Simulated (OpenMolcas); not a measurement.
Worked example: vertical ionisation energy of HNO2 (nitrous acid)

The species is HNO2 (4 atoms), meant as a singlet with charge 0. As SMILES, `O=NO`. Geometry: relaxed at GFN2-xTB.

Both states at this one shape; open shells run unrestricted unless said. 1 Eh = 27.2114 eV.

| level | program | singlet HNO2 (Eh) | doublet [HNO2]+ (Eh) | HOMO of the first (eV) |
| --- | --- | --- | --- | --- |
| HF/STO-3G | OpenMolcas | -201.906897 | -201.622736 | -8.98 |
| PBE0/STO-3G | OpenMolcas | -202.698561 | -202.391810 | -4.09 |

**Question.** Work out the vertical ionisation energy at each level.

**Answer.** 
1. HF/STO-3G: -201.622736 − (-201.906897) = 0.284161 Eh = 7.73 eV; −ε(HOMO) = 8.98 eV.
2. PBE0/STO-3G: -202.391810 − (-202.698561) = 0.306751 Eh = 8.35 eV; −ε(HOMO) = 4.09 eV.

No measured value is set beside it here; the levels span 7.73 to 8.35 eV. In Hartree–Fock, −ε(HOMO) (Koopmans) exceeds the difference of totals by the orbital relaxation of the ion. Hartree–Fock favours the state with fewer electron pairs, since it lacks pair correlation. Minimal sets are far from the basis-set limit. The second state is spin-contaminated at HF/STO-3G (⟨S²⟩ = 0.96).
